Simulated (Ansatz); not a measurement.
# Al2H4 (triplet): relaxing a cheap start

Aim: relax a generated start of Al2H4 (triplet) and see which bonds hold.

Computed with Ansatz 0.2.0, Gaussian basis. Level: UKS PBE0/def2-TZVP.

## 1. The system as given

6 atoms, charge 0, spin multiplicity 3.

Atoms are counted from 1 here; the program's logs count them from 0.

Bond lengths: Al1–Al2 2.251 Å, Al1–H3 1.525 Å, Al1–H4 1.525 Å, Al2–H5 1.525 Å, Al2–H6 1.525 Å. Angles: Al2–Al1–H3 119.9°, Al2–Al1–H4 119.9°, H3–Al1–H4 120.2°, Al1–Al2–H5 119.9°, Al1–Al2–H6 119.9°, H5–Al2–H6 120.2°.

As a file:

```xyz
6
charge 0, multiplicity 3
Al   -1.1253    0.0000    0.0000
Al    1.1253    0.0000    0.0000
H    -1.8853    1.3224    0.0000
H    -1.8853   -1.3224    0.0000
H     1.8853    1.3224    0.0000
H     1.8853   -1.3224    0.0000
```

The start was built by rule and, where that kept it together, relaxed with GFN2-xTB. Sticks and bond lists go by distance. 

## 2. Relaxation

in.yaml reads:

```yaml
crystal:
  periodic: [false, false, false]
  atoms:
    - {symbol: Al, position_ang: [-1.125300, 0.000000, 0.000000]}
    - {symbol: Al, position_ang: [1.125300, 0.000000, 0.000000]}
    - {symbol: H, position_ang: [-1.885300, 1.322400, 0.000000]}
    - {symbol: H, position_ang: [-1.885300, -1.322400, 0.000000]}
    - {symbol: H, position_ang: [1.885300, 1.322400, 0.000000]}
    - {symbol: H, position_ang: [1.885300, -1.322400, 0.000000]}
basis:
  gaussian: {orbitals: def2-TZVP}
magnetization: {spin_polarized: true, initial_magnetization: 2}
hamiltonian: {xc: pbe0}
relax: {f_tol: 0.004, max_steps: 80}
```

The run is started by

```bash
$ ansatz run in.yaml --threads 1 --pin off --events-out ev --progress --plain --max-ram 2176MiB
```

What does the calculation give? Wanted: energy gained; shift from the start; total energy; dipole moment; ⟨S²⟩.

As calculated:

| quantity | value |
| --- | --- |
| steps | 4 |
| energy gained | 0.690 eV |
| shift from the start (rms) | 0.155 Å |
| total energy | -13249.8850 eV |
| dipole moment | 0.00 D |
| ⟨S²⟩ | 2.002 |

In words: The bonds of the start are those of the end. Al1–Al2 went from 2.251 to 2.601 Å. No vibrations were run, so this is a stationary point, not a proven minimum, and this spin need not be the ground state's.
